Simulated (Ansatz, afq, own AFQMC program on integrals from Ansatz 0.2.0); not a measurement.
Integrals from Ansatz 0.2.0, then the random walk in our own AFQMC program (afq).

```yaml
crystal:
  periodic: [false, false, false]
  atoms:
    - {symbol: Si, position_ang: [0.000000, -0.128539, 0.664171]}
    - {symbol: O, position_ang: [0.000000, 0.179133, -1.126591]}
    - {symbol: H, position_ang: [0.000000, 1.356602, 1.038680]}
    - {symbol: H, position_ang: [0.000000, -0.618386, -1.662525]}
basis:
  gaussian: {orbitals: cc-pVDZ}
magnetization: {spin_polarized: true, initial_magnetization: 0}
correlation: {method: ccsd_t, electrons: outside_noble_gas, hamiltonian_folder: ham}
```

```sh
$ ansatz run in.yaml --threads 1 --pin off --events-out ev --progress --plain --max-ram 1382MiB
```

Options of the walk:

```
--method phaseless --trial hf --walkers 120 --populations 1 --least-time 40 --time-step 0.005 --steps-per-block 20 --equilibration-blocks 112 --max-blocks 600 --target-error 0.00126 --factor-cut 1e-05 --start spin_pure --seed 911 --taylor-order 6
```

Times are imaginary, in 1/Eh. The walk had a cap of 513 s.

afq prints:

```
orbitals 36  electrons 6 6  factors 270 of 400
reference energy -364.93617750 Eh
CCSD correlation -0.30196958 Eh in 11 cycles, weight of the determinant in the CISD state 0.8710
energy of the start -364.936178 Eh
 block  time / (1/Eh)  mean weight  energy / Eh
     1     0.100  1.0016  -365.020839
     2     0.200  1.0030  -365.062548
     3     0.300  1.0027  -365.099670
     4     0.400  0.9993  -365.127343
     5     0.500  1.0007  -365.145353
     8     0.800  1.0013  -365.192825
    18     1.800  1.0034  -365.263183
    69     6.900  1.0002  -365.245455
   120    12.000  1.0001  -365.239257
   171    17.100  1.0001  -365.236095
   222    22.200  0.9974  -365.263164
   273    27.300  1.0027  -365.268048
   324    32.400  1.0026  -365.296266
   375    37.500  0.9993  -365.252515
   426    42.600  1.0010  -365.220695
   477    47.700  1.0001  -365.223625
   528    52.800  1.0001  -365.245613
   579    57.900  1.0007  -365.252327
   630    63.000  1.0021  -365.297883
   681    68.100  0.9970  -365.196613
   698    69.800  0.9984  -365.225696
blocks merged  error / Eh  count
     1  0.001118  600
     2  0.001461  300
     4  0.001820  150
     8  0.002151  75
    16  0.002331  37
    32  0.002487  18
    64  0.003087  9
energy -365.251140 +/- 0.002487 Eh
(rows thinned)
```

The run passed its tests (sampling time, drift between the halves within three errors, error under three times the target), which doesn't prove that it has relaxed.

Against this walk (error 67.7 meV) on the same determinant: CCSD(T) 134.9 meV higher (within the noise), CCSDT(Q) 86.1 meV higher (within the noise), a separate phaseless walk with a CISD trial and standard settings 60.0 ± 71.2 meV higher (within the noise). The error is statistical and leaves out the bias of the constraint.

Cautions: constraint bias not in the error; error above the target (67.7 against 34.3 meV); higher spins were not checked; an unrestricted solution with more broken spin lies lower (12 meV, ⟨S²⟩ 0.15), while this determinant keeps restricted orbitals; raised T1 diagnostic (T1 0.022, weight of the determinant 0.87, largest double 0.09); the bias of populations of 120 walkers isn't removed.

The walk took 4.9 min on 1 thread of Intel(R) Xeon(R) Platinum 8175M CPU @ 2.50GHz (Skylake/Cascade Lake), on a shared host. The log's last line is the phaseless energy.

CCSDT and higher add their correlation energy to the determinant of the CCSD(T) run, since their own runs factorise the integrals more tightly (a shift of under 2 meV). A walk keeps the symmetry of its determinant, which the program's search chose and which needn't be the lowest solution, so a lower state of the same spin and another symmetry isn't excluded.
